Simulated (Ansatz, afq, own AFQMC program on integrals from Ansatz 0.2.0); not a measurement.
Two steps: Ansatz 0.2.0 writes the Fock matrix and Cholesky factors of the valence space, and afq projects on them the lowest state that overlaps trial and start.

```yaml
crystal:
  periodic: [false, false, false]
  atoms:
    - {symbol: Sc, position_ang: [0.000000, -0.031345, -0.256436]}
    - {symbol: O, position_ang: [0.653474, -0.031345, 1.688028]}
    - {symbol: O, position_ang: [-0.653474, -0.031345, 1.688028]}
    - {symbol: F, position_ang: [0.000000, 1.560610, -1.172743]}
    - {symbol: F, position_ang: [0.000000, -1.433644, -1.063580]}
basis:
  gaussian: {orbitals: def2-SVP}
magnetization: {spin_polarized: true, initial_magnetization: 1}
correlation: {method: ccsd_t, electrons: outside_noble_gas, hamiltonian_folder: ham}
```

```sh
$ ansatz run in.yaml --threads 1 --pin off --events-out ev --progress --plain --max-ram 24576MiB --backend cuda --devices 0, --max-vram 18GiB
```

Options of the walk:

```
--method phaseless --trial cisd --walkers 2800 --populations 20 --least-time 60 --time-step 0.005 --steps-per-block 50 --equilibration-blocks 40 --max-blocks 4000 --target-error 0.00032 --factor-cut 1e-05 --start spin_pure --seed 2508 --release-times 0.24,0.48,0.8,1.2 --release-step 0.04 --release-every 5 --taylor-order 6
```

Times are imaginary, in 1/Eh. The walk had a cap of 367 s. With eight or more populations the least sampling time is a fifth of least-time, and the error comes from their spread.

afq prints:

```
orbitals 74  electrons 15 14  factors 637 of 859
reference energy -1108.07826529 Eh
CCSD correlation -0.80238711 Eh in 17 cycles, weight of the determinant in the CISD state 0.8115
energy of the start -1108.875917 Eh
 block  time / (1/Eh)  mean weight  energy / Eh
     1     0.250  1.0001  -1108.857769
     2     0.500  1.0004  -1108.877318
     3     0.750  1.0003  -1108.886187
     4     1.000  1.0000  -1108.896953
     5     1.250  1.0003  -1108.899003
     7     1.750  0.9999  -1108.902217
     9     2.250  1.0006  -1108.904280
    13     3.250  0.9994  -1108.904323
    21     5.250  1.0003  -1108.904836
    29     7.250  1.0002  -1108.899988
    37     9.250  0.9996  -1108.898462
    45    11.250  0.9996  -1108.903080
    53    13.250  0.9995  -1108.903622
    61    15.250  1.0004  -1108.901968
    69    17.250  0.9994  -1108.905422
    77    19.250  0.9998  -1108.903145
    85    21.250  0.9997  -1108.900742
    93    23.250  1.0002  -1108.902702
   101    25.250  1.0004  -1108.902362
   109    27.250  1.0006  -1108.905593
   117    29.250  1.0006  -1108.908702
   125    31.250  0.9997  -1108.903216
   133    33.250  1.0012  -1108.906462
   141    35.250  0.9998  -1108.907334
   149    37.250  0.9998  -1108.906673
   157    39.250  0.9996  -1108.910673
   165    41.250  1.0010  -1108.898889
   169    42.250  1.0004  -1108.898114
   173    43.250  1.0010  -1108.904340
error from the spread of 20 populations
released: time / (1/Eh)  energy / Eh  error  mean overlap
  0.24  -1108.904443  0.000424  0.9968
  0.48  -1108.904323  0.000464  0.9924
  0.80  -1108.903455  0.000746  0.9914
  1.20  -1108.904243  0.000914  0.9827
energy -1108.903378 +/- 0.000323 Eh
(rows thinned)
```

The run passed its tests (sampling time, drift between the halves within three errors, error under three times the target), which doesn't prove that it has relaxed, ending at its cap on processor time.

Against this walk (error 8.8 meV) on the same determinant: CCSD(T) 78.8 meV higher. The error is statistical and leaves out the bias of the constraint. None of these is a sure reference here. The released energies get too noisy after the second time (errors over twice the walk's own, or jumping) (meV from the phaseless value at times in 1/Eh: -29 ± 12 at 0.24, -26 ± 13 at 0.48, -2 ± 20 at 0.80, -24 ± 25 at 1.20), so they give no level.

Cautions: constraint bias not in the error; no relativity below Rb; outer-core shells of the metal frozen; higher spins were not checked.

The walk took 6.2 min on 1 × NVIDIA H100 80GB HBM3 with 2 threads of AMD EPYC 7R13 Processor (Zen 3), on a shared host (the card was shared). The log's last line is the phaseless energy.

A walk keeps the symmetry of its determinant, which the program's search chose and which needn't be the lowest solution, so a lower state of the same spin and another symmetry isn't excluded.
